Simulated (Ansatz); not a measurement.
Born–Oppenheimer molecular dynamics of H3NaOSi (6 atoms, charge 0, multiplicity 1). It starts from a relaxed structure.

Level of theory: RKS PBE-D4/def2-SVP (Ansatz).

```
ensemble        : NVT, Nosé–Hoover chain
time step       : 0.25 fs
steps asked     : 250
set temperature : 300 K
thermostat      : time constant 50 fs, chain length 1
seed            : 833870
```

First frame:

```xyz
6
Properties=species:S:1:pos:R:3
O -0.519 -0.855 0.004
Si 0.546 0.612 0.092
Na 1.073 -1.792 1.177
H -1.356 -0.748 -0.485
H 0.656 1.066 -1.371
H -0.401 1.717 0.583
```

Task: How far do the bonds stretch over the last three quarters of this one trajectory? (Pairs bonded in most of those frames.)

Result: 
```csv
bond,mean (Å),spread (Å),shortest,longest
O1–Si2,1.815,0.016,1.79,1.84
O1–Na3,2.186,0.011,2.17,2.22
O1–H4,0.980,0.045,0.91,1.05
Si2–Na3,2.673,0.009,2.66,2.70
Si2–H5,1.538,0.026,1.50,1.58
Si2–H6,1.542,0.034,1.49,1.59
```

Mean temperature of the second half: 167 K. The conserved energy stayed within 0.17 meV per atom of its start (net change 0.097 meV per atom), so the integration is sound. The mean temperature of the second half is 44 % below the set value. A run of 0.062 ps of so small a system gives no equilibrium averages.

The run took 3.3 min on 1 thread of AMD EPYC 7B13 (Zen 3), on a shared host, peak memory 0.11 GiB.
